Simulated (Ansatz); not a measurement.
## α-phase Ga: polycrystal shear modulus by level of theory

No measured value is used here.

| level (code) | value (GPa) | cell (Å³/atom) |
|---|---|---|
| LDA (Ansatz) | 32.4 | 19.59 |
| BLYP (Ansatz) | 18.1 | 22.61 |
| PBE (Ansatz) | 30.1 | 20.30 |
| PBEsol (Ansatz) | (withheld) | 19.59 |
| revPBE (Ansatz) | 27.6 | 20.88 |
| RPBE (Ansatz) | 26.6 | 21.11 |
| PBE-D3(BJ) (Ansatz) | 35.3 | 19.38 |
| r²SCAN (Ansatz) | (withheld) | 19.59 |

Problem. Complete the blanks.

Solution. 
- PBEsol (Ansatz, a first-principles code), value (GPa): 33.9
- r²SCAN (Ansatz), value (GPa): 38.9

PBE-D3(BJ): the dispersion coefficients are held fixed in the derivatives. Values are at the level's own relaxed cell; LDA at the measured cell; PBEsol at the measured cell; r²SCAN at the measured cell. Cutoffs differ between the levels. Ansatz's density-functional and Hartree–Fock values are scalar-relativistic unless marked +SOC, with PAW data made under PBE.
